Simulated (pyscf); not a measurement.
Thermochemistry of product channels of H₃C–SiH₂–Cl + H• on the doublet surface, in eV, from ωB97M-D3(BJ)/def2-TZVP energies (ideal gas, 1 atm, RRHO with modes under 100 cm⁻¹ raised to 100, one conformer, R ln 2 for chiral ones without a mode under 150 cm⁻¹). Single points on ωB97X-D3(BJ)/def2-SVP structures (PySCF, gas phase).

```tsv
products	ΔE	ΔH(298 K)	ΔG(298 K)	ΔG(900 K)
H₃C–SiH•–Cl + H₂	-0.46	-0.42	-0.48	?
CH₂ [triplet] + •H₂Si–Cl + H₂	+4.56	+4.32	+3.78	+2.67
•H₂C–SiH₂–Cl + H₂	+0.03	-0.04	-0.12	?
CH₄ + •H₂Si–Cl	?	-0.53	-0.65	-0.79
H₃C–SiH: [singlet] + Cl• + H₂	+3.35	+3.31	+2.88	+2.02
```

Question: Some entries are withheld; supply them.

Answer: 
- H₃C–SiH•–Cl + H₂, ΔG(900 K): -0.61
- •H₂C–SiH₂–Cl + H₂, ΔG(900 K): -0.30
- CH₄ + •H₂Si–Cl, ΔE: -0.69

These are energies of the channels, which say nothing of barriers. Left out: orbital degeneracy and the spin-orbit lowering of Cl.
